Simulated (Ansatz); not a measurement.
# FH2SSi radical: how energies converge with the basis set

The task here is to estimate one member of a computed series from the others.

Program: Ansatz 0.2.0, Gaussian basis. Level of theory: one geometry, several basis sets. These are calculated values, not measurements.

Plan: PBE0-D4/def2-SVP; ωB97M-V/def2-SVP; PBE0-D4/def2-QZVPP; ωB97M-V/def2-QZVPP; the functionals' def2-TZVPP values are taken from earlier runs.

## The relaxed structure

All runs share one geometry, relaxed beforehand with PBE0-D4 in a triple-zeta def2 set.

SMILES `F[SiH]S`, 5 atoms, charge 0, spin multiplicity 2.

Atoms are counted from 1 here; the program's logs count them from 0.

Bond lengths: F1–Si2 1.604 Å, Si2–S3 2.122 Å, Si2–H4 1.489 Å, S3–H5 1.344 Å. Angles: F1–Si2–S3 112.5°, F1–Si2–H4 107.6°, S3–Si2–H4 105.3°, Si2–S3–H5 95.0°.

As a file:

```
F    -1.2423   -0.5272    1.1342
Si   -0.6294   -0.1680   -0.3033
S     1.4007    0.4385   -0.1918
H    -0.6218   -1.4165   -1.1155
H     1.1427    1.5995    0.4350
```

Set-up of the first run:

The input, in.yaml:

```yaml
crystal:
  periodic: [false, false, false]
  atoms:
    - {symbol: F, position_ang: [-1.242331, -0.527188, 1.134243]}
    - {symbol: Si, position_ang: [-0.629371, -0.167952, -0.303305]}
    - {symbol: S, position_ang: [1.400682, 0.438492, -0.191824]}
    - {symbol: H, position_ang: [-0.621836, -1.416508, -1.115496]}
    - {symbol: H, position_ang: [1.142655, 1.599457, 0.434982]}
basis:
  gaussian: {orbitals: def2-SVP}
magnetization: {spin_polarized: true, initial_magnetization: 1}
hamiltonian: {xc: pbe0, dispersion: d4}
output: {orbitals: {seedname: orbitals}}
```

Steps of the session up to this table: PBE0-D4 in def2-SVP; ωB97M-V in def2-SVP; PBE0-D4 in def2-QZVPP; ωB97M-V in def2-QZVPP.

One of the session's tables, all rows but one given; the rest of the session is left out.

It belongs to the step «Density functionals: the series». 

| functional | basis | HOMO (eV) | LUMO (eV) |
| --- | --- | --- | --- |
| PBE0-D4 | def2-SVP | -6.39 | -2.71 |
| PBE0-D4 | def2-TZVPP | -6.49 | -2.75 |
| PBE0-D4 | def2-QZVPP | ? | ? |
| ωB97M-V | def2-SVP | -8.12 | -1.03 |
| ωB97M-V | def2-TZVPP | -8.24 | -1.14 |
| ωB97M-V | def2-QZVPP | -8.29 | -1.22 |

**Question.** Estimate the row for PBE0-D4, def2-QZVPP.

**Answer.** HOMO (eV): -6.53; LUMO (eV): -2.80. In the column «HOMO (eV)» it lies between ωB97M-V, def2-SVP (-8.12) and PBE0-D4, def2-TZVPP (-6.49).
